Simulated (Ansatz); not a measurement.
A nudged elastic band was laid between two geometries of BClH2 + FH (6 atoms, charge 0, multiplicity 1).

These are results of Ansatz 0.2.0, RKS B3LYP/6-31G*, not measurements.

```yaml
movable_images: 5
climbing_image: yes
spring: 5.0 eV/Å²
optimiser: quadratic models (default)
start_path: through a guess of the saddle point
force_threshold: 0.05 eV/Å
iteration_limit: 60
end_points: relaxed
```

Initial state:

```xyz
6
Properties=species:S:1:pos:R:3
B 0.002 0.120 0.130
Cl -0.012 0.640 1.857
H 1.047 0.172 -0.428
H -1.049 0.099 -0.422
F 0.071 -1.902 0.501
H 0.062 -1.858 1.444
```

Final state:

```xyz
6
Properties=species:S:1:pos:R:3
B 0.175 -0.232 -0.755
Cl -0.535 -0.828 3.562
H 0.857 -0.432 -1.713
H -0.791 0.468 -0.733
F 0.525 -0.842 0.378
H -0.110 -0.863 2.342
```

What changes between the two ends?

Bonds broken: B1–Cl2, F5–H6. Bonds formed: B1–F5, Cl2–H6. BClH2 + FH becomes BFH2 + ClH.

Give the energies along the band, and the barrier.

It converged. The highest image is number 1 of 0 to 6, 0.39 eV above the first end and 1.09 eV above the last; the last end lies 0.70 eV below the first. A vibrational analysis at the climbing image gives one clearly imaginary mode, 945i cm⁻¹: a first-order saddle point. The orbitals stay closed-shell, which can raise the energy where a bond breaks towards radicals; this wasn't checked here.

```csv
image,path coordinate (Å),energy (eV),B1–Cl2 (Å),F5–H6 (Å),B1–F5 (Å)
0,0.00,0.00,1.80,0.94,2.06
1,0.87,0.39,2.07,1.19,1.54
2,1.62,-0.49,2.71,1.94,1.35
3,2.36,-0.64,3.42,2.25,1.33
4,3.11,-0.67,4.00,2.10,1.33
5,3.86,-0.69,4.36,2.07,1.33
6,4.61,-0.70,4.42,2.06,1.33
```

What is the geometry of the highest image?


```xyz
6
Properties=species:S:1:pos:R:3
B 0.012 -0.217 0.005
Cl -0.001 0.223 2.023
H 1.053 0.142 -0.433
H -1.050 0.074 -0.432
F 0.060 -1.703 0.410
H 0.046 -1.249 1.508
```

What are the harmonic wavenumbers there?

945i, 454, 524, 668, 779, 848, 941, 1170, 1245, 1558, 2678, 2801 cm⁻¹.

The run took 120 s on 1 thread of Intel(R) Xeon(R) 6975P-C (Granite Rapids), with other jobs on the host, peak memory 0.12 GiB.
